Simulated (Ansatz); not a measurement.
# A barrier at the coupled-cluster level

Start structure (Si2H8, closed shell), relaxed at PBE0-D4/def2-TZVP:

```xyz
10
angstrom
Si -1.2514 -0.7662 -0.0865
Si -0.0818 1.2587 -0.0531
H -0.3084 -1.9166 -0.0742
H -2.1387 -0.8674 1.1032
H -2.0891 -0.8538 -1.3129
H 2.8640 -0.6857 0.3947
H 2.4878 -1.2889 0.1671
H 0.7238 1.3735 1.1919
H 0.8316 1.3490 -1.2235
H -1.0379 2.3974 -0.1067
```

The step: Si₂H₆ ([SiH3][SiH3]) + H₂ → SiH₄ ([H][H][SiH2]) + SiH₄; bonds formed: Si1–H7, Si2–H6, H6–H8; bonds broken: Si1–Si2, H6–H7; bonds weakened to dative contacts: Si2–H8. Program: Ansatz 0.2.0. Basis: def2-TZVPP and def2-QZVPP. Cores are frozen in the correlated methods. Extrapolation: Hartree–Fock as exp(−7.88 √X), correlation as X^−2.97. Energies below are by CCSD(T) at an estimated basis limit (MP2 extrapolated from triple and quadruple zeta, plus CCSD(T) − MP2 in triple zeta).

Task: What are the electronic barrier and the energy of the step, from the start structure to the end structure? (An estimate is asked for; the value comes from the calculation.)

Result: By the calculation: Barrier 3.494 eV; step energy 2.097 eV (uphill); reverse barrier, their difference, 1.397 eV. Barrier and step energy count from the start structure, the reverse barrier from the end structure.

The saddle point: One imaginary mode of 1144i cm⁻¹.
```
   pair  start (Å)  saddle (Å)  end (Å)
 Si1–H7       3.78        1.64     1.49
 Si2–H6       3.56        2.01     1.81
  H6–H8       3.08        0.92     0.83
Si1–Si2       2.34        2.69     3.80
 Si2–H8       1.49        1.71     1.73
  H6–H7       0.75        1.14     3.24
```

Zero-point energy (harmonic, PBE0-D4): ZPE is 1.628 eV at the start and 1.635 eV at the saddle, so the barrier goes from 3.494 to 3.501 eV.

T1 diagnostic: at most 0.015.

Labels in which every atom is bracketed show which atoms are joined, not bond orders.

For scale, one of the runs: CCSD(T)/def2-TZVPP, 196 basis functions, launched by `ansatz run in.yaml --threads 2 --pin off --events-out ev --progress --plain --max-ram 4352MiB`. Hardware: 2 CPU threads of an Arm Neoverse V2, shared host. Wall time 27 s; peak host memory 2 GiB.
